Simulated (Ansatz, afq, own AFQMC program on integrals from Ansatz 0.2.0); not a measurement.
## The Ge2–C1 bond of CH5ClGeO, singlet, worked out

```tsv
atom	x (Å)	y (Å)	z (Å)
C	-0.2639	1.1686	-0.3515
Ge	-0.2554	-0.6465	0.3237
O	1.3046	-1.1011	1.0279
Cl	-0.6404	-1.9528	-1.3708
H	-1.2519	1.4069	-0.7710
H	-0.0388	1.8724	0.4633
H	0.4897	1.2810	-1.1440
H	-1.2795	-0.9586	1.4178
H	2.0242	-1.1166	0.3875
```

The molecule and both fragments are relaxed with PBE0/def2-SVP; the fragments keep their bonds.

Basis def2-TZVP. Only valence electrons are correlated. Ansatz 0.2.0 and our own AFQMC program on the same integrals; the CISD trial comes from CCSD amplitudes, and released means the phaseless constraint is let go. ± is one standard error of the sampling. No spin–orbit coupling.

Total energies in eV. CBS is CCSD(T) at the limit of def2-TZVPP/QZVPP (extrapolated itself); the highest rung of each member is named.

Cautions: inner d shell frozen; no relativity below Rb; no spin-orbit coupling; CH₅ClGeO (singlet): the released value is read at 0.90 1/Eh with a noise of 21 meV, more than in the cases checked (meV from the phaseless value at times in 1/Eh: 3 ± 18 at 0.21, 21 ± 24 at 0.42, 43 ± 30 at 0.63, 21 ± 21 at 0.90); GeH₂ClO (doublet): the released value is read at 1.50 1/Eh with a noise of 18 meV, more than in the cases checked (meV from the phaseless value at times in 1/Eh: -20 ± 16 at 0.24, -17 ± 13 at 0.51, 8 ± 21 at 0.99, -9 ± 18 at 1.50).

| member | count | CCSD(T)/def2-TZVP | highest rung in def2-TZVP | which | CCSD(T)/CBS |
| --- | --- | --- | --- | --- | --- |
| GeH₂ClO, doublet | +1 | -71063.9476 | -71064.0145 ± 0.0183 | released AFQMC | -71068.2297 |
| CH3 (doublet) | +1 | -1081.7482 | -1081.7646 | CCSDT(Q) | -1082.4477 |
| CH₅ClGeO, singlet | -1 | -72149.3152 | -72149.3379 ± 0.0205 | released AFQMC | -72154.3849 |

Task: Work out the best estimate of the bond energy: the CCSD(T)/CBS difference plus the step from CCSD(T) to the highest rung.

Result: Sums with the counts: CCSD(T)/CBS 3.7075 eV, highest rung 3.5588 eV, CCSD(T)/def2-TZVP 3.6194 eV. The step is 3.5588 − 3.6194 = -0.0606 eV, so the best estimate is 3.7075 + (-0.0606) = 3.6469 eV = 84.1 kcal/mol, with sampling noise 0.028 eV. The basis set is worth 0.088 eV of it. Zero-point, core-correlation and spin–orbit terms aren't in it. Past Ne the Hartree–Fock part of each CBS total tends to overshoot, since the cores don't follow the formula; that largely cancels in the difference.

Best estimates are given only where the step beyond CCSD(T) is under 0.3 eV and no member's determinant is very poor (T1 over 0.05, or 0.07 for open shells, ⟨S²⟩ too high by 0.3, two states mixed), so the hardest cases are missing from such tables.

CCSDT and higher add their correlation energy to the determinant of the CCSD(T) run, since their own runs factorise the integrals more tightly (a shift of under 2 meV). Each member of a difference takes its own highest rung, so a best estimate needn't equal the limit plus the step of one row. Released energies are given only where the last usable release times agree within the noise; a slower fall can still hide under it.
